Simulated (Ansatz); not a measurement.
One structure, 3 elements: MoF, MoBr, MoI

Plane-wave DFT in Ansatz with scalar-relativistic PAW potentials, cutoff 420 eV, Γ-centred meshes chosen by cell and gap, Gaussian smearing with energies taken to zero width. Every cell was relaxed (cell and atoms) in a run of its own, within the symmetry of its start. Functional: PBE.

All members share space group Fm-3m and the same sites; only the element on one set of sites changes (F, Br, I). Members needn't be the stable form of their composition. Energies over the elements, where given, are against the elements' standard states in the same functional (H₂, N₂, O₂ and halogens uncorrected, Hg as a solid). The first member:

Space group Fm-3m (No. 225). a = 4.813 Å, b = 4.813 Å, c = 4.813 Å, α = 90.00°, β = 90.00°, γ = 90.00°
| atom | site | symmetry | x | y | z |
| --- | --- | --- | --- | --- | --- |
| Mo | 4a | m-3m | 0.0000 | 0.0000 | 0.0000 |
| F | 4b | m-3m | 0.5000 | 0.0000 | 0.0000 |

```tsv
compound	V (Å³/atom)	a (Å)	energy over elements (eV/atom)	largest moment (μB)
MoF	13.93	4.813	0.582	1.61
MoI	25.60	5.894	1.480	2.75
```

Predict the member with Br.

V (Å³/atom) 23.01, a (Å) 5.689, energy over elements (eV/atom) 1.409, largest moment (μB) 2.97. Interpolating linearly in period between F and I would give 21.71 Å³/atom (5.7 % too small), with 1.181 eV/atom over the elements. Over the whole series the volume grows at each step down the group; all are metallic on the mesh; none is bound against its elements in this structure, and F comes closest.

Spin-orbit coupling is left out, which matters for the bands of heavy elements. Magnetic cells started from one order each; another order can shift an energy by tens of meV per atom.